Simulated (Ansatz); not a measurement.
## Relative stability

Two relaxed structures of CH5OSi (charge +1), singlet (PBE0-D4/def2-TZVP; forces vanish, vibrations not checked).

A:

| atom | x (Å) | y (Å) | z (Å) |
| --- | --- | --- | --- |
| C1 | -0.6748 | 0.6729 | 0.0135 |
| Si2 | 0.9330 | -0.0742 | -0.5087 |
| O3 | 0.8293 | -1.5156 | 0.7083 |
| H4 | -0.4684 | 1.7063 | 0.3298 |
| H5 | -1.2674 | 0.1865 | 0.7915 |
| H6 | -1.2989 | 0.7727 | -0.8868 |
| H7 | 1.5240 | -2.1901 | 0.7641 |
| H8 | 0.1183 | -1.6962 | 1.3452 |

B:

C1  (-0.755, 0.793, 0.015)
Si2  (0.663, -0.271, -0.351)
O3  (1.016, -1.605, 0.406)
H4  (-0.386, 1.799, 0.255)
H5  (-1.370, 0.422, 0.836)
H6  (-1.365, 0.889, -0.892)
H7  (1.645, 0.003, -1.406)
H8  (0.553, -2.030, 1.137)
(Å)

Ansatz 0.2.0; basis: def2-TZVPP; cores frozen in the correlated methods. B3LYP uses VWN-RPA correlation.

Problem. Which structure is lower at CCSD(T), and by how much? (An estimate is asked for; the value comes from the calculation.)

Solution. Computed: B, by 27.26 kcal/mol (electronic energy, against the other). By their contacts, A is CH₅OSi ([CH3][Si][OH2]), total charge +1 and B is CH₅OSi ([CH3][SiH][OH]), total charge +1.

All methods give the same order:

```tsv
method	E(B) − E(A) (kcal/mol)
PBE-D4	-26.50
r2SCAN-D4	-31.79
PBE0-D4	-27.95
B3LYP-D4	-27.67
wB97M-V	-25.50
HF	-31.59
MP2	-30.74
CCSD	-27.26
CCSD(T)	-27.26
```

T1 diagnostic: at most 0.014. The restricted Hartree–Fock reference is unstable towards an unrestricted one at one or more of these structures.

Labels in which every atom is bracketed show which atoms are joined, not bond orders.

For scale, one of the runs: CCSD(T)/def2-TZVPP, 174 basis functions, launched by `ansatz run in.yaml --threads 2 --pin off --events-out ev --progress --plain --max-ram 4352MiB`. The run took 26 s on 2 CPU threads of an Arm Neoverse V2 (shared host), with 1.5 GiB of host memory at its peak.
